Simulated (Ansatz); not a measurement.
Rock-salt HfC, treated with rVV10 (Ansatz, a first-principles code, plane waves, PAW).

Numerical settings: plane-wave cutoff 520 eV, 20×20×20 k mesh, Fermi–Dirac smearing 0.05 eV, scalar-relativistic PAW data made under PBE.

Cell (relaxed at this level):

HfC is modelled in the cubic space group Fm-3m (No. 225), the rock salt structure, Pearson symbol cF8. Lattice parameters: a = b = c = 4.676 Å, α = β = γ = 90.00°. Hf on 4a sees 6 C at 2.338 Å (octahedral). C on 4b has 6 Hf at 2.338 Å (octahedral). (Neighbours: up to the widest gap in distance over summed covalent radii, below 1.35, at either atom; cation-cation and far metal-metal contacts left out.)
(The calculation used a cell of 2 atoms; values per cell refer to that cell.)

Q: Predict the bulk modulus B0 and pressure derivative B′ of the bulk modulus.

A: 
* **bulk modulus B0**: 229 GPa
* **pressure derivative B′ of the bulk modulus**: 4.0

The run finds no gap.

Measured, for comparison: bulk modulus 242 GPa (room temperature, no zero-point or thermal correction, our sources range from 242 to 286; as tabulated in Synthesis of Binary Transition Metal Nitrides, Carbides and Borides from the …). Computed (rounded) less measured: bulk modulus not scored (sources differ).

Spin–orbit coupling is not included.

Computed values are for the static lattice.

The result took very roughly 100 core-seconds.
